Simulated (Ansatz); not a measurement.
**One shape, several levels: the pair HS2···H**

We compute a comparison of 6 runs (SVWN5/STO-3G, UPBE0/STO-3G, MP2/STO-3G, UMP2/STO-3G, BCCD(T)/STO-3G, CCSDT(Q)/STO-3G) of the pair HS2···H. 

The results are computed with Ansatz 0.2.0.

29 further runs of the same task are left out: 29 set aside as unsound or not needed.

### 1 The molecule

H2S2: 4 atoms, total charge 0, spin state singlet. The H4–S2 distance was set to 2.010 Å, away from the relaxed value.

Bond lengths: S1–S2 2.045 Å, S1–H3 1.340 Å. Angles: S2–S1–H3 98.1°. A long bond or contact: S2–H4 2.010 Å.

### 2 The energy at SVWN5/STO-3G (run 1)

Input file in.yaml:

```yaml
basis:
  gaussian:
    orbitals: STO-3G
crystal:
  periodic: [false, false, false]
  atoms:
    - {symbol: S, position_ang: [-0.710160, -0.089120, -1.330126]}
    - {symbol: S, position_ang: [-0.705290, 1.140210, 0.304494]}
    - {symbol: H, position_ang: [0.424100, 0.344850, -1.895916]}
    - {symbol: H, position_ang: [0.143010, -0.127830, 1.612990]}
hamiltonian:
  xc: {name: SVWN5}
accuracy: high
```

Command:

```console
$ ansatz run in.yaml --threads 1 --pin off --max-ram 2610MiB --events-out events.jsonl --progress --plain --runs-dir runs
```

What it wrote:

```text
Warning: RAYON_NUM_THREADS=1 ignored (pool sized by the plan → 1); use --threads N
Functional definition: SVWN5
  name "SVWN5"
  exchange = slater_x
  correlation = vwn5_c
342 factors; integrals over basis functions are off by at most 1.9e-8 eV
mean field evaluation 1: about -21382.5825 eV, gradient 9.5e0 eV
mean field evaluation 2: about -21380.0660 eV, gradient 2.0e1 eV
mean field evaluation 4: about -21383.0722 eV, gradient 2.3e0 eV
mean field evaluation 8: about -21383.0660 eV, gradient 1.3e-1 eV
mean field evaluation 16: about -21383.0661 eV, gradient 2.0e-7 eV
mean field -21383.06614836 eV, -785.8131869895 hartree, gradient 9.4e-9 eV, S^2 0.000000; 0 other end points of the search recorded, 0 dependent functions left out
reference -21383.06614994 eV, -785.8131870475 hartree; 17, 17 occupied and 3, 3 virtual orbitals, 342 factors
Total energy: -21383.06614994 eV, -785.8131870475 hartree
```

Run time: 0.65 s. Hardware: 1 thread of Arm Neoverse V1, shared host.

### 3 A single-point energy at UPBE0/STO-3G (run 2)

Input file job.yaml:

```yaml
crystal:
  periodic: [false, false, false]
  atoms:
    - symbol: S
      position_ang: [-0.710160, -0.089120, -1.330126]
    - symbol: S
      position_ang: [-0.705290, 1.140210, 0.304494]
    - symbol: H
      position_ang: [0.424100, 0.344850, -1.895916]
    - symbol: H
      position_ang: [0.143010, -0.127830, 1.612990]
basis:
  gaussian:
    orbitals: STO-3G
magnetization:
  spin_polarized: true
  initial_magnetization: 0
hamiltonian:
  xc: {name: PBE0}
accuracy: high
```

Command:

```console
$ ansatz run job.yaml --threads 1 --pin off --max-ram 2610MiB --events-out events.jsonl --progress --plain --runs-dir runs
```

What it wrote:

```text
Warning: RAYON_NUM_THREADS=1 ignored (pool sized by the plan → 1); use --threads N
Functional definition: PBE0
  name "PBE0"
  parameter a = 0.25
  parameter kappa = 0.804
  parameter beta = 0.06672455060314922
  exchange = (1 - a)*pbe_x(kappa = kappa, mu = beta*pi^2/3) + a*exact_x
  correlation = pbe_c(beta = beta)
342 factors; integrals over basis functions are off by at most 1.9e-8 eV
mean field evaluation 1: about -21452.4675 eV, gradient 4.8e0 eV
mean field evaluation 2: about -21452.2529 eV, gradient 6.3e0 eV
mean field evaluation 4: about -21452.7771 eV, gradient 4.3e-1 eV
mean field evaluation 8: about -21452.7597 eV, gradient 7.2e-4 eV
mean field evaluation 16: about -21452.0595 eV, gradient 3.6e0 eV
mean field -21452.75970209 eV, -788.3743778491 hartree, gradient 2.1e-8 eV, S^2 0.000000; 1 other end points of the search recorded, 0 dependent functions left out
reference -21452.75970332 eV, -788.3743778940 hartree; 17, 17 occupied and 3, 3 virtual orbitals, 342 factors
Total energy: -21452.75970332 eV, -788.3743778940 hartree
```

It took 2.7 s on 1 thread of Arm Neoverse V1, shared host; peak memory 0.12 GiB.

Runs 3 to 5 aren't shown in full; the table further down has their settings and results.

### 4 The energy at CCSDT(Q)/STO-3G (run 6)

in.yaml, as its differences from that of step 2:

```diff
@@ -1,4 +1 @@
-basis:
-  gaussian:
-    orbitals: STO-3G
 crystal:
@@ -10,4 +7,10 @@
     - {symbol: H, position_ang: [0.143010, -0.127830, 1.612990]}
-hamiltonian:
-  xc: {name: SVWN5}
+basis:
+  gaussian:
+    orbitals: STO-3G
+correlation:
+  method: ccsdt_q
+  frozen_orbitals: {H: 0, S: 5}
 accuracy: high
+scf:
+  omitted_lower_state_checks: [cluster_reference, increment]
```

Command:

```console
$ ansatz run in.yaml --threads 1 --pin off --max-ram 2610MiB --events-out events.jsonl --progress --plain --runs-dir runs
```

What it wrote:

```text
Warning: RAYON_NUM_THREADS=1 ignored (pool sized by the plan → 1); use --threads N
[... 11 lines left out ...]
10 core orbitals not correlated: weight in the atoms' cores, before any rotation towards them, 1.000 or more for the frozen orbitals, at most 0.000 for the correlated occupied ones
[... 32 lines left out ...]
Total energy: -21428.40600556 eV, -787.4793960091 hartree
Checks for a lower state left out: cluster_reference, increment
```

Run time: 0.24 s. Hardware: 1 thread of Arm Neoverse V1, shared host.

### 5 Overview of the runs

```csv
run,level,frozen core orbitals,energy (Eh),wall time
1,SVWN5/STO-3G,–,-785.813187,0.65 s
2,UPBE0/STO-3G,–,-788.374378,2.7 s
3,MP2/STO-3G,10,-787.433521,0.14 s
4,UMP2/STO-3G,10,-787.430758,0.34 s
5,BCCD(T)/STO-3G,10,-787.478848,0.2 s
6,CCSDT(Q)/STO-3G,10,-787.479396,0.24 s
```

### 6 What came out

```
                                           quantity          value
                                run 6: total energy  -787.47940 Eh
run 6: correlation energy (10 core orbitals frozen)     -123.2 mEh
                               run 6: T1 diagnostic          0.013
```

Totals of different functionals can't be ranked against each other. In runs 3, 5, 6 the log says that unrestricted orbitals would lower the reference, so the values rest on an unstable closed-shell determinant (other closed-shell runs at this shape may share the fault). In runs 1, 2, 3, 4, 5, 6 the basis is minimal, so the values are rough. Spin contamination of the reference: run 4 ⟨S²⟩ = 0.68. Where it is this large, the reference is a mixture of spin states, and values that rest on it are in doubt. All runs together took 4.3 s, the longest 2.7 s.
